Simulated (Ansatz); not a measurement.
Reaction (SMILES): FOF → 2 F atom + O atom
B3LYP-D3(BJ)/def2-TZVP geometries, fixed; electronic energies without zero-point terms.

How fast the atomisation energy converges with the basis for several methods (Ansatz, a first-principles code): deviation from each method's own reference, in kcal/mol. References: B3LYP 94.04 kcal/mol, the value in aug-pcseg-3; CCSD(T) 92.06 kcal/mol, Hartree-Fock in cc-pVQZ plus the correlation part extrapolated as X^-3 from cc-pVTZ and cc-pVQZ; HF -39.45 kcal/mol, the value in aug-pcseg-3; MP2 104.43 kcal/mol, Hartree-Fock in aug-cc-pVQZ plus the correlation part extrapolated as X^-3 from aug-cc-pVTZ and aug-cc-pVQZ; PBE 123.92 kcal/mol, the value in aug-pcseg-3; wB97M-V 95.42 kcal/mol, the value in aug-pcseg-3. Cartesian d functions, on some or all atoms, in 6-31G**; all else is spherical. In correlated methods cores are frozen. A restricted Hartree-Fock determinant is unstable towards unrestricted orbitals. Open shells are unrestricted. No added dispersion term, no relativity. Functionals ending in -V hold VV10 correlation. 

```tsv
basis	functions	B3LYP	CCSD(T)	HF	MP2	PBE	wB97M-V
cc-pVDZ	42	-0.89	-25.36	[?]	-29.71	0.15	-1.44
6-31G**	45	5.17	-14.88	[?]	-17.74	6.63	5.36
6-311G**	54	-5.30	-23.36	[?]	-28.24	-4.51	-5.36
cc-pVTZ	90	0.63	-7.66	[?]	-9.39	1.27	1.09
def2-TZVPP	93	-0.56	-7.51	[?]	-9.33	-0.20	-0.46
6-311++G(3df,3pd)	117	-0.65	-6.24	[?]	-7.91	-0.75	-0.45
cc-pVQZ	165	0.28	-3.16	[?]	-4.39	0.66	0.35
pcseg-3	180	-0.21	-1.22	[?]	-2.57	-0.20	-0.24
```

Problem. Fill in the missing entries.

Solution. 
- cc-pVDZ, HF: -9.93
- 6-31G**, HF: -1.52
- 6-311G**, HF: -9.82
- cc-pVTZ, HF: -1.02
- def2-TZVPP, HF: -1.13
- 6-311++G(3df,3pd), HF: -1.21
- cc-pVQZ, HF: -0.85
- pcseg-3, HF: -0.16

Mean absolute deviation over 6-311G**, cc-pVTZ, def2-TZVPP, 6-311++G(3df,3pd): PBE 1.68, B3LYP 1.79, wB97M-V 1.84, HF 3.29, CCSD(T) 11.19, MP2 13.72 kcal/mol.
